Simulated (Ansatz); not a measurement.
Ideal-gas functions of CH₃BO, SMILES `[BH3-]C#[O+]` at 400 K and 1 bar, from an Ansatz frequency run at PBE0-D4/def2-TZVP.

Molar mass 41.85 g/mol, point group C3v (symmetry number 3), electronic degeneracy 1, moments of inertia 4.142, 56.725, 56.725 u Å². Harmonic wavenumbers (cm⁻¹, unscaled): 299, 299, 782, 811, 811, 1084, 1101, 1101, 2246, 2470, 2551, 2551.

Use S(trans) = R[1.5 ln M + 2.5 ln T − 1.1517]; rotational temperatures θ = 24.2544 K / I; S(rot) = R[ln(√π/σ · √(T³/θAθBθC)) + 1.5]; for each mode x = 1.438777 ν̃/T, S = R[x/(eˣ − 1) − ln(1 − e⁻ˣ)] and H = RT x/(eˣ − 1); 1 cm⁻¹ = 0.0119627 kJ/mol; R = 8.31446 J/(mol·K).

Task: By hand: the entropy, in J/(mol·K).

Result: Translation 161.5. Rotation: θ = 5.8557, 0.4276, 0.4276 K, giving 82.5. Vibration, mode by mode: 8.10, 8.10, 2.01, 1.85, 1.85, 0.84, 0.80, 0.80, 0.02, 0.01, 0.01, 0.01, in all 24.4. Electronic 0.0. Sum 268.4 J/(mol·K).

Task: By hand: H − E and G − E in kJ/mol, counted from the electronic energy.

Result: Zero-point energy ½ × 16106 × 0.0119627 = 96.3; thermal vibration 6.2; translation, rotation and pV give 4 RT = 13.3. H − E = 115.8 kJ/mol, and G − E = 115.8 − 400 × 268.4/1000 = 8.4 kJ/mol.

Vibration gives 9 % of the entropy.
